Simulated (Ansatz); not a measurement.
How far each method lies from full CI for SiP⁺, singlet

Geometry: that of the SiP⁺, triplet, kept fixed. The triplet lies 0.8 eV lower here.

```xyz
2

Si    0.0000    0.0000    0.0000
P     0.0000    0.0000    2.2166
```

Basis cc-pVDZ; Ansatz 0.2.0. Correlated methods freeze the noble-gas cores, which leaves 8 electrons in 26 orbitals. Prefix R: restricted or restricted open-shell reference; prefix U: unrestricted. Active spaces: valence = (8e, 8o) chosen from the atoms' valence shells.

Full CI is exact within this basis and frozen core; it isn't the basis-set limit. The frozen core follows each run's orbitals, which can shift R against U totals by a few meV.

The determinant fills πx and πy unequally, so it is a mixture of Σ and Δ, which weighs on every level built on one determinant.

```
UHF ⟨S²⟩                          : 1.017
T1 diagnostic (RCCSD)             : 0.0273
largest doubles amplitude (RCCSD) : 0.145
```

```json
{"level": "RHF", "E − E(full CI) (kJ/mol)": "530.2", "share of correlation (%)": "0.00", "wall time": "–"}
{"level": "UHF†", "E − E(full CI) (kJ/mol)": "417.7", "share of correlation (%)": "–", "wall time": "–"}
{"level": "RMP2", "E − E(full CI) (kJ/mol)": "149.6", "share of correlation (%)": "71.77", "wall time": "–"}
{"level": "UMP2†", "E − E(full CI) (kJ/mol)": "81.5", "share of correlation (%)": "–", "wall time": "–"}
{"level": "CISD", "E − E(full CI) (kJ/mol)": "86.0", "share of correlation (%)": "83.78", "wall time": "1.3 s"}
{"level": "RCCSD", "E − E(full CI) (kJ/mol)": "43.4", "share of correlation (%)": "91.82", "wall time": "–"}
{"level": "UCCSD*†", "E − E(full CI) (kJ/mol)": "-19.7", "share of correlation (%)": "–", "wall time": "–"}
{"level": "RCCSD(T)", "E − E(full CI) (kJ/mol)": "20.9", "share of correlation (%)": "96.07", "wall time": "3.3 s"}
{"level": "UCCSD(T)*†", "E − E(full CI) (kJ/mol)": "-41.6", "share of correlation (%)": "–", "wall time": "15 s"}
{"level": "BCCD(T)", "E − E(full CI) (kJ/mol)": "21.1", "share of correlation (%)": "96.02", "wall time": "3.3 s"}
{"level": "RCCSDT*", "E − E(full CI) (kJ/mol)": "8.8", "share of correlation (%)": "98.35", "wall time": "–"}
{"level": "UCCSDT*†", "E − E(full CI) (kJ/mol)": "-65.4", "share of correlation (%)": "–", "wall time": "–"}
{"level": "CISDTQ", "E − E(full CI) (kJ/mol)": "11.6", "share of correlation (%)": "97.81", "wall time": "13 s (H100)"}
{"level": "RCCSDT(Q)*", "E − E(full CI) (kJ/mol)": "0.9", "share of correlation (%)": "99.84", "wall time": "8 s"}
{"level": "UCCSDT(Q)*†", "E − E(full CI) (kJ/mol)": "-73.8", "share of correlation (%)": "–", "wall time": "23 s"}
{"level": "RCCSDTQ*", "E − E(full CI) (kJ/mol)": "0.5", "share of correlation (%)": "99.91", "wall time": "14 s (H100)"}
{"level": "UCCSDTQ*†", "E − E(full CI) (kJ/mol)": "-73.7", "share of correlation (%)": "–", "wall time": "29 s (H100)"}
```

An asterisk marks runs whose energy the program itself flagged as in doubt. A dagger marks rows that describe another state than the reference (another or a broken symmetry, a higher spin or other natural occupations), so the difference isn't the method's error.

The correlation energy at full CI, counted from RHF, is -5.495 eV. That run took 17 s on 2 threads of AMD EPYC 7R13 with a shared H100 80 GB, shared host over 55,883,796 determinants.

Run but not shown, since their state or frozen core can't be matched to the reference's or they repeat it: CASSCF (valence space), NEVPT2 (valence space), MRCISD (valence space), MRCISD+Q (valence space).

Times hold each run's SCF and search for its determinant on a shared host, so for small cases they say little of a method's own cost; rows without a card ran on 1 thread of AMD EPYC 7R13.

Unrestricted levels hold only the spin's projection, and here they fall towards a lower state of higher spin.

The full-CI state has the irrep A1 of C2v, in the program's axes (one component, if the state is degenerate).

Natural occupations of full CI about the gap: 1.953 1.919 1.885 0.977 0.952 0.073 0.073 0.050 0.018 0.018; effectively unpaired electrons, Σ n²(2−n)², 2.13. No single determinant describes this state well, so single-reference rows can miss without a flag.
